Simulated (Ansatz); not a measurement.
```yaml
crystal:
  periodic: [false, false, false]
  atoms:
    - {symbol: B, position_ang: [0.641907, 0.692685, -0.432801]}
    - {symbol: N, position_ang: [-0.827326, 0.388717, 0.354455]}
    - {symbol: B, position_ang: [-0.043951, -1.006603, 0.098478]}
    - {symbol: H, position_ang: [0.997197, -0.488882, -0.550325]}
    - {symbol: H, position_ang: [0.405577, 1.163896, -1.543349]}
    - {symbol: H, position_ang: [1.410821, 1.183820, 0.330700]}
    - {symbol: H, position_ang: [-0.728201, 0.575872, 1.304609]}
    - {symbol: H, position_ang: [-1.532119, 0.681414, -0.305681]}
    - {symbol: H, position_ang: [0.399581, -1.637906, 1.058795]}
    - {symbol: H, position_ang: [-0.716644, -1.634193, -0.868022]}
basis:
  gaussian: {orbitals: "6-31G*", final_grid: {core_spheres: 8, valence_spheres: 7, degree: 23}}
hamiltonian: {xc: {name: HF}}
correlation: {method: bccd_t, diis_vectors: 1}
```

```sh
$ ansatz run in.yaml --threads 4 --pin off --events-out ev --progress --plain --max-ram 3916MiB
```

Shortened log:

```
Functional definition: HF
642 factors; integrals over basis functions are off by at most 8.1e-4 eV
mean field evaluation 1: about -2933.6633 eV, gradient 2.3e1 eV
mean field evaluation 2: about -2933.6648 eV, gradient 2.3e1 eV
mean field evaluation 4: about -2935.3188 eV, gradient 3.4e0 eV
mean field evaluation 8: about -2935.3494 eV, gradient 4.3e-4 eV
mean field evaluation 16: about -2935.3489 eV, gradient 2.9e-1 eV
mean field -2935.34940271 eV, -107.8721008985 hartree, gradient 1.1e-6 eV, S^2 0.000000; 0 other end points of the search recorded, 0 dependent functions left out
3 core orbitals not correlated: weight in the atoms' cores, before any rotation towards them, 1.000 or more for the frozen orbitals, at most 0.000 for the correlated occupied ones
reference -2935.34940271 eV, -107.8721008985 hartree; 9, 9 occupied and 47, 47 virtual orbitals, 642 factors
second order -9.49317858 eV of doubles, -0.00000000 eV of singles
cycle   1  -10.19088158 eV  change   -7.0e-1 eV  update   7.6e-2
cycle   2  -10.51224642 eV  change   -3.2e-1 eV  update   2.3e-2
cycle   3  -10.54123196 eV  change   -2.9e-2 eV  update   9.4e-3
cycle   4  -10.55650369 eV  change   -1.5e-2 eV  update   3.2e-3
cycle   5  -10.55768968 eV  change   -1.2e-3 eV  update   1.8e-3
cycle   6  -10.56018597 eV  change   -2.5e-3 eV  update   8.6e-4
cycle   7  -10.56089136 eV  change   -7.1e-4 eV  update   4.8e-4
cycle   8  -10.56112081 eV  change   -2.3e-4 eV  update   1.8e-4
cycle   9  -10.56116316 eV  change   -4.2e-5 eV  update   1.1e-4
cycle  10  -10.56122178 eV  change   -5.9e-5 eV  update   5.7e-5
cycle  11  -10.56124760 eV  change   -2.6e-5 eV  update   3.1e-5
cycle  12  -10.56124864 eV  change   -1.0e-6 eV  update   1.0e-5
perturbative correction -0.30874950 eV, -0.0113463347 hartree
Total energy: -2946.21940085 eV, -108.2715659621 hartree
```

Run time 0.65 s (4 threads of Arm Neoverse V1 on a shared host).

The 6-31G sets use Cartesian d functions. Correlated methods freeze 3 core orbitals.
